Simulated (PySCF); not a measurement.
B(F)3 anion (BF₃), SMILES B(F)(F)F (connectivity only; charge and spin as stated), charge -1, multiplicity 2. Coordinates come from a PBE-D3(BJ)/def2-SVPD optimisation. The spin state was assumed, not searched. The isomer is the one that the SMILES or the coordinates give; other isomers of the formula were not compared.

All values below come from PBE-D3(BJ)/def2-SVPD in PySCF 2.14.0.

Harmonic wavenumbers (cm⁻¹): 389, 389, 561, 780, 1005, 1005. Rotational constants (GHz): 9.460, 9.460, 4.891; symmetry number 3.

Q: Work out the zero-point energy and the ideal-gas rigid-rotor harmonic-oscillator thermochemistry at 298.15 K and 1 atm.

A: ZPE = ½ Σ hcν = ½ × 4129 cm⁻¹ = 5.90 kcal/mol. H − E(el) = 8.89 kcal/mol. Entropy in cal/(mol K): translation 38.56, rotation 21.93, vibration 2.94, spin 1.38, total 64.80. G − E(el) = -10.43 kcal/mol. Cp = 13.48 cal/(mol K).
